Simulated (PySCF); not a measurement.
Species: Al(NH2Me)H3, `[H][Al]([H])([H])<-[NH2]C`. The columns A, B, C and D hold Mulliken, IAO, Hirshfeld and ESP-fitted charges (e) of one PBE0/pcSseg-1 (pcSseg-2 on Al) density (PySCF), in a shuffled order. Coordinates in Å (PBE0-D3(BJ)/def2-SVP); the density's dipole moment is (0.11, 0.15, 5.59) D.

```csv
atom,x,y,z,A,B,C,D
Al1,-0.244,-0.401,-1.560,+0.418,+0.647,+0.288,+0.492
N2,-0.249,-0.426,0.505,-0.463,-0.420,-0.111,-0.524
C3,0.432,0.720,1.119,-0.306,-0.044,-0.041,-0.147
H4,0.178,-1.303,0.809,+0.281,+0.277,+0.151,+0.234
H5,-1.222,-0.472,0.813,+0.281,+0.276,+0.151,+0.234
H6,0.414,0.682,2.219,+0.145,+0.057,+0.052,+0.130
H7,1.474,0.740,0.773,+0.167,+0.079,+0.062,+0.154
H8,-0.053,1.645,0.779,+0.167,+0.080,+0.062,+0.154
H9,1.345,-0.414,-1.813,-0.231,-0.310,-0.205,-0.241
H10,-1.020,0.988,-1.800,-0.231,-0.309,-0.205,-0.242
H11,-1.054,-1.761,-1.845,-0.227,-0.332,-0.207,-0.244
```

Which column most likely holds the ESP-fitted charges?

B. Σ q r misses the density's dipole by 0.03 D (B), 0.55 D (A), 0.68 D (C), 1.38 D (D). Charges fitted to the outside potential are the only set here that is tied to the molecule's multipoles.

And the Hirshfeld charges?

C. The mean sizes are 0.140 e (C), 0.254 e (D), 0.257 e (B), 0.265 e (A), and Hirshfeld charges are commonly the smallest of these schemes.

As computed, A = IAO, B = ESP-fitted, C = Hirshfeld, D = Mulliken. Hydrogens on carbon: IAO +0.15 to +0.17, ESP-fitted +0.06 to +0.08, Hirshfeld +0.05 to +0.06, Mulliken +0.13 to +0.15 e.

The Hirshfeld scheme divides the density at each point in proportion to the densities of the neutral, spherically averaged free atoms. The Mulliken scheme gives each basis function's population to the atom it is centred on and halves the overlap population of two atoms between them.

Geometry: PBE0-D3(BJ)/def2-SVP; no solvent, vibrations or thermal averaging.

The run behind these numbers computed NMR shieldings as well. On x86-64 server, one thread, on a shared host, this took 6.8 s wall.
